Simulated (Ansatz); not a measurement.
Born–Oppenheimer molecular dynamics of AlFH3N (6 atoms, charge 0, multiplicity 1). It starts from a relaxed structure.

The calculation used UKS PBE/def2-SVP (Ansatz).

```
ensemble        : NVT, Nosé–Hoover chain
time step       : 0.5 fs
steps asked     : 100
set temperature : 400 K
thermostat      : time constant 20 fs, chain length 5
seed            : 376979
```

First frame:

```xyz
6
Properties=species:S:1:pos:R:3
N -0.613 0.241 -0.703
Al 0.523 -0.181 0.593
F 1.113 -1.755 0.635
H -1.029 1.166 -0.830
H -0.944 -0.397 -1.431
H 0.991 0.862 1.689
```

(1) How far do the bonds stretch over the last three quarters of this one trajectory? (Pairs bonded in most of those frames.)

Results:

(1) 
| bond | mean (Å) | spread (Å) | shortest | longest |
| --- | --- | --- | --- | --- |
| N1–Al2 | 1.793 | 0.041 | 1.73 | 1.85 |
| N1–H4 | 1.025 | 0.011 | 1.00 | 1.04 |
| N1–H5 | 1.025 | 0.014 | 1.01 | 1.05 |
| Al2–F3 | 1.687 | 0.031 | 1.64 | 1.74 |
| Al2–H6 | 1.591 | 0.021 | 1.56 | 1.63 |

Mean temperature of the second half: 337 K. The conserved energy stayed within 0.11 meV per atom of its start (net change 0.066 meV per atom), so the integration is sound. The mean temperature of the second half is 16 % below the set value. A run of 0.05 ps of so small a system gives no equilibrium averages.

The run took 2.3 min on 1 CPU thread of a shared host.
